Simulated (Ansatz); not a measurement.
**CH₂O₃: ionisation energy by level of theory**

How much energy removes an electron from CH₂O₃ at fixed geometry? The cation is run at each level and the neutral's energy taken from earlier runs.

Program: Ansatz 0.2.0, Gaussian basis. Level of theory: unrestricted cation, the program's frozen cores in correlated methods. These are calculated values, not measurements.

Plan: UKS PBE-D4/def2-TZVPP; UKS r2SCAN-D4/def2-TZVPP; UKS PBE0-D4/def2-TZVPP; UKS B3LYP-D4/def2-TZVPP; UKS wB97X-V/def2-TZVPP; UKS wB97M-V/def2-TZVPP; UKS B2PLYP/def2-TZVPP; UHF-CCSD(T)/def2-TZVPP; UHF-MP2/def2-QZVPP; extrapolation to the limit; then −ε(HOMO) from the neutral's earlier runs with LDA (SPW92), PBE-D4, revPBE-D4, BLYP-D4, r2SCAN-D4, B97M-V, PBE0-D4, B3LYP-D4, r2SCANh-D4, r2SCAN0-D4, HSE06-D4, BHLYP-D4, CAM-B3LYP-D4, LC-ωPBE, ωB97X-V, ωB97M-V.

## Step 1: The geometry

The geometry comes from an earlier relaxation with PBE0-D4 in a triple-zeta def2 set; it is a stationary point.

SMILES `O=C(O)O`, 6 atoms, charge 0, spin multiplicity 1.

Atoms are counted from 1 here; the program's logs count them from 0.

Bond lengths: O1–C2 1.200 Å, C2–O3 1.331 Å, C2–O4 1.331 Å, O3–H5 0.965 Å, O4–H6 0.965 Å. Angles: O1–C2–O3 125.6°, O1–C2–O4 125.6°, O3–C2–O4 108.9°, C2–O3–H5 106.3°, C2–O4–H6 106.3°.

## Step 2: Cation, UKS PBE-D4/def2-TZVPP

File in.yaml:

```yaml
crystal:
  periodic: [false, false, false]
  atoms:
    - {symbol: O, position_ang: [-0.647941, -0.873959, 0.741853]}
    - {symbol: C, position_ang: [-0.051314, -0.087604, 0.059075]}
    - {symbol: O, position_ang: [1.250543, -0.130168, -0.212904]}
    - {symbol: O, position_ang: [-0.583646, 0.969179, -0.549562]}
    - {symbol: H, position_ang: [1.597217, -0.905808, 0.244039]}
    - {symbol: H, position_ang: [-1.522659, 0.964160, -0.328599]}
basis:
  gaussian: {orbitals: def2-TZVPP}
total_charge: 1
magnetization: {spin_polarized: true, initial_magnetization: 1}
hamiltonian: {xc: pbe, dispersion: d4}
```

Launch:

```bash
> ansatz run in.yaml --threads 2 --pin off --events-out ev --progress --plain --max-ram 4352MiB
```

After this run come: Cation, UKS r2SCAN-D4/def2-TZVPP; Cation, UKS PBE0-D4/def2-TZVPP; Cation, UKS B3LYP-D4/def2-TZVPP; Cation, UKS wB97X-V/def2-TZVPP; Cation, UKS wB97M-V/def2-TZVPP; Cation, UKS B2PLYP (frozen core)/def2-TZVPP; Cation, UHF-CCSD(T)/def2-TZVPP; Cation, UHF-MP2/def2-QZVPP.

**Question.** What will the summary of the whole plan be? Wanted: ionisation energy, CCSD(T)/CBS; nearest functional by difference; nearest −ε(HOMO); −ε(HOMO) of PBE; T1 of the cation.

The runs gave:

| quantity | value |
| --- | --- |
| ionisation energy, CCSD(T)/CBS | 11.80 eV |
| nearest functional by difference | B2PLYP (-0.22 eV) |
| nearest −ε(HOMO) | LC-ωPBE (-0.19 eV) |
| −ε(HOMO) of PBE | 6.94 eV |
| T1 of the cation | 0.025 |

**Reading.** Energy differences with functionals land within 0.56 eV of the reference. −ε(HOMO) of PBE misses by 4.9 eV, since self-interaction lifts the level. Among orbital estimates LC-ωPBE comes nearest. Hartree-Fock falls 1.53 eV short, as the neutral has more correlation energy than the cation.
